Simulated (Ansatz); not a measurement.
# C5H12S: one species, many methods

One table from this session's results is given with a row withheld; the runs are named, their logs left out.

Computed with Ansatz 0.2.0, Gaussian basis. Level: functionals in def2-TZVPP, the program's frozen cores in correlated methods.

Plan: LDA (SPW92), PBE-D4, revPBE-D4, BLYP-D4, r2SCAN-D4, B97M-V, PBE0-D4, B3LYP-D4, r2SCANh-D4, r2SCAN0-D4, HSE06-D4, BHLYP-D4, CAM-B3LYP-D4, LC-ωPBE, ωB97X-V, ωB97M-V, B2PLYP, PBE-QIDH; CCSD(T)/def2-SVP; CCSD(T)/def2-TZVPP; MP2/def2-QZVPP; extrapolation to the limit; RPA on PBE.

**The geometry**

All runs share one geometry, relaxed beforehand with PBE0-D4 in a triple-zeta def2 set.

SMILES `CCC(C)CS`, 18 atoms, charge 0, spin multiplicity 1.

Atoms are counted from 1 here; the program's logs count them from 0.

Bond lengths: C1–C2 1.519 Å, C1–H7 1.092 Å, C1–H8 1.092 Å, C1–H9 1.094 Å, C2–C3 1.525 Å, C2–H10 1.094 Å, C2–H11 1.098 Å, C3–C4 1.523 Å, C3–C5 1.525 Å, C3–H12 1.099 Å, C4–H13 1.095 Å, C4–H14 1.093 Å, C4–H15 1.091 Å, C5–S6 1.812 Å, C5–H16 1.092 Å, C5–H17 1.095 Å, S6–H18 1.343 Å. Angles: C2–C1–H7 111.0°, C2–C1–H8 112.3°, C2–C1–H9 110.9°, H7–C1–H8 107.3°, H7–C1–H9 107.5°, H8–C1–H9 107.7°, C1–C2–C3 114.3°, C1–C2–H10 109.2°, C1–C2–H11 109.8°, C3–C2–H10 108.3°, C3–C2–H11 108.5°, H10–C2–H11 106.4°, C2–C3–C4 112.2°, C2–C3–C5 111.6°, C2–C3–H12 108.0°, C4–C3–C5 109.0°, C4–C3–H12 108.2°, C5–C3–H12 107.6° and more.

As a file:

```xyz
18
C5H12S
C    -1.8312   -1.1553   -0.3117
C    -0.3433   -1.0353   -0.0315
C     0.1864    0.3942   -0.0613
C    -0.3679    1.2372    1.0800
C     1.7105    0.4297   -0.0111
S     2.5638   -0.3160   -1.4250
H    -2.1424   -2.2021   -0.3291
H    -2.4369   -0.6488    0.4434
H    -2.0819   -0.7212   -1.2840
H     0.2111   -1.6229   -0.7691
H    -0.1132   -1.4719    0.9491
H    -0.1249    0.8525   -1.0102
H    -0.0760    0.8168    2.0478
H     0.0070    2.2629    1.0352
H    -1.4579    1.2833    1.0532
H     2.0684    1.4540    0.1102
H     2.0702   -0.1353    0.8550
H     2.1579    0.5783   -2.3408
```

Set-up of the first run:

The input, in.yaml:

```yaml
crystal:
  periodic: [false, false, false]
  atoms:
    - {symbol: C, position_ang: [-1.831238, -1.155343, -0.311686]}
    - {symbol: C, position_ang: [-0.343270, -1.035312, -0.031511]}
    - {symbol: C, position_ang: [0.186435, 0.394196, -0.061349]}
    - {symbol: C, position_ang: [-0.367850, 1.237177, 1.079992]}
    - {symbol: C, position_ang: [1.710500, 0.429656, -0.011096]}
    - {symbol: S, position_ang: [2.563806, -0.315965, -1.424991]}
    - {symbol: H, position_ang: [-2.142387, -2.202140, -0.329076]}
    - {symbol: H, position_ang: [-2.436870, -0.648766, 0.443367]}
    - {symbol: H, position_ang: [-2.081916, -0.721243, -1.284007]}
    - {symbol: H, position_ang: [0.211097, -1.622941, -0.769107]}
    - {symbol: H, position_ang: [-0.113153, -1.471883, 0.949067]}
    - {symbol: H, position_ang: [-0.124850, 0.852467, -1.010155]}
    - {symbol: H, position_ang: [-0.075967, 0.816816, 2.047828]}
    - {symbol: H, position_ang: [0.006995, 2.262928, 1.035160]}
    - {symbol: H, position_ang: [-1.457902, 1.283313, 1.053196]}
    - {symbol: H, position_ang: [2.068445, 1.454044, 0.110175]}
    - {symbol: H, position_ang: [2.070183, -0.135323, 0.854952]}
    - {symbol: H, position_ang: [2.157939, 0.578317, -2.340780]}
basis:
  gaussian: {orbitals: def2-TZVPP}
hamiltonian: {xc: lda}
output: {orbitals: {seedname: orbitals}}
```

Run with:

```bash
> ansatz run in.yaml --threads 2 --pin off --events-out ev --progress --plain --max-ram 20480MiB --backend cuda --devices 0, --max-vram 18GiB
```

Steps of the session up to this table: LDA; PBE-D4 (GGA); revPBE-D4 (GGA); BLYP-D4 (GGA); r2SCAN-D4 (meta-GGA); B97M-V (meta-GGA); B3LYP-D4 (hybrid); r2SCANh-D4 (hybrid); r2SCAN0-D4 (hybrid); HSE06-D4 (hybrid); BHLYP-D4 (hybrid); CAM-B3LYP-D4 (range-separated); LC-ωPBE (range-separated); ωB97X-V (range-separated); ωB97M-V (range-separated); B2PLYP (double hybrid); PBE-QIDH (double hybrid).

One of the session's tables, all rows but one given; the rest of the session is left out.

It belongs to the step «Frontier levels by functional». 

| functional | HOMO (eV) | LUMO (eV) | gap (eV) |
| --- | --- | --- | --- |
| LDA (SPW92) | -5.61 | -0.55 | 5.06 |
| PBE-D4 | -5.49 | -0.36 | 5.13 |
| revPBE-D4 | -5.44 | -0.27 | 5.17 |
| BLYP-D4 | -5.33 | -0.29 | 5.04 |
| r2SCAN-D4 | -5.74 | 0.03 | 5.77 |
| B97M-V | -5.85 | -0.17 | 5.68 |
| PBE0-D4 | -6.73 | 0.57 | 7.29 |
| B3LYP-D4 | -6.49 | 0.27 | 6.76 |
| r2SCANh-D4 | -6.19 | 0.37 | 6.56 |
| r2SCAN0-D4 | -6.89 | 0.84 | 7.72 |
| HSE06-D4 | -6.32 | 0.19 | 6.51 |
| BHLYP-D4 | -7.83 | 1.38 | 9.21 |
| CAM-B3LYP-D4 | -8.08 | 1.50 | 9.59 |
| LC-ωPBE | -9.50 | 2.78 | 12.28 |
| ωB97X-V | ? | ? | ? |
| ωB97M-V | -8.97 | 2.26 | 11.23 |

Estimate the missing values for ωB97X-V.

**Answer.** HOMO (eV): -9.13; LUMO (eV): 2.58; gap (eV): 11.71. In the column «HOMO (eV)» it lies between LC-ωPBE (-9.50) and ωB97M-V (-8.97).
